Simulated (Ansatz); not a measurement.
**NH3 (singlet): wave-function methods side by side at distance N1–H4 = 1.264 Å, 6-31G**

Aim: climb from Hartree-Fock through coupled cluster and multireference methods for NH3 (singlet) at one geometry and basis, and see what each rung misses.

Program: Ansatz 0.2.0, Gaussian basis. Level of theory: 6-31G, core rule «outside noble gas», up to 1 orbitals frozen. These are calculated values, not measurements.

Plan: UHF; CCSD(T) on RHF; BCCD(T) on RHF; CISD; CCSDT(Q) on RHF; CISDTQ; CCSDTQ on RHF; CASSCF and MRCISD+Q, 2 electrons in 2 orbitals; CASSCF and NEVPT2, 2 electrons in 2 orbitals; CASSCF and MRCISD+Q, 8 electrons in 7 orbitals; CASSCF and NEVPT2, 8 electrons in 7 orbitals; Full CI.

15 further runs of the same task are left out: 2 for a known fault of the program, 10 that didn't finish, 3 set aside as unsound or not needed.

### Step 1. What is computed

The geometry derives from a PBE0/def2-TZVP stationary point (not a proven minimum). One bond is set to the value named and the two fragments are kept rigid.

4 atoms, charge 0, spin multiplicity 1.

Atoms are counted from 1 here; the program's logs count them from 0.

Bond lengths: N1–H2 1.012 Å, N1–H3 1.012 Å, N1–H4 1.264 Å. Angles: H2–N1–H3 107.1°, H2–N1–H4 107.1°, H3–N1–H4 107.1°.

Geometry (Å):

```
N     0.0071    0.0120   -0.0722
H     0.9453    0.0250    0.3082
H    -0.4758    0.8203    0.3000
H    -0.5685   -1.0119    0.3948
```

### Step 2. UHF

Contents of in.yaml:

```yaml
crystal:
  periodic: [false, false, false]
  atoms:
    - {symbol: N, position_ang: [0.007126, 0.011988, -0.072179]}
    - {symbol: H, position_ang: [0.945313, 0.025012, 0.308233]}
    - {symbol: H, position_ang: [-0.475820, 0.820269, 0.300005]}
    - {symbol: H, position_ang: [-0.568520, -1.011866, 0.394780]}
basis:
  gaussian: {orbitals: 6-31G}
magnetization: {spin_polarized: true, initial_magnetization: 0}
hamiltonian: {xc: hf}
output: {orbitals: {seedname: orbitals}}
```

Run with:

```bash
ansatz run in.yaml --threads 1 --pin off --events-out ev --progress --plain --max-ram 2393MiB
```

Further steps of the session: CCSD(T) on RHF; BCCD(T) on RHF; CISD; CCSDT(Q) on RHF; CISDTQ; CCSDTQ on RHF; CASSCF and MRCISD+Q, 2 electrons in 2 orbitals; CASSCF and NEVPT2, 2 electrons in 2 orbitals; CASSCF and MRCISD+Q, 8 electrons in 7 orbitals; CASSCF and NEVPT2, 8 electrons in 7 orbitals; Full CI.

**Question.** What will the summary of the whole plan be? Wanted: FCI below the RHF energy; RMP2 from FCI; RCCSD from FCI; RCCSD(T) from FCI; RCCSDT(Q) from FCI; NEVPT2 pair from FCI; MRCISD+Q pair from FCI; NEVPT2 valence from FCI; T1 diagnostic.

**Answer**, as computed:

```
                         quantity                                                                                                   value
         FCI below the RHF energy                                                                                              -3.8163 eV
                    RMP2 from FCI                                                                                            +44.9 kJ/mol
                   RCCSD from FCI                                                                                             +6.4 kJ/mol
                RCCSD(T) from FCI                                                                                             +1.4 kJ/mol
               RCCSDT(Q) from FCI                                                                                              0.0 kJ/mol
             NEVPT2 pair from FCI                                                                                            +30.7 kJ/mol
           MRCISD+Q pair from FCI                                                                                             +2.9 kJ/mol
          NEVPT2 valence from FCI                                                                                            +26.3 kJ/mol
levels within 1 kcal/mol (43 meV)  RCCSD(T), BCCD(T), RCCSDT, CISDTQ, RCCSDT(Q), RCCSDTQ, MRCISD+Q pair, MRCISD valence, MRCISD+Q valence
                    T1 diagnostic                                                                                                   0.008
   effectively unpaired electrons                                                                                                    0.03
```

**Reading.** RCCSD(T) lands +1.4 kJ/mol from the yardstick (0.4 % of the correlation energy). One determinant dominates. Of the multireference levels listed MRCISD+Q valence comes nearest in total energy (+0.1 kJ/mol), which doesn't show that its space is the better one. These misses are within one basis, not against nature.
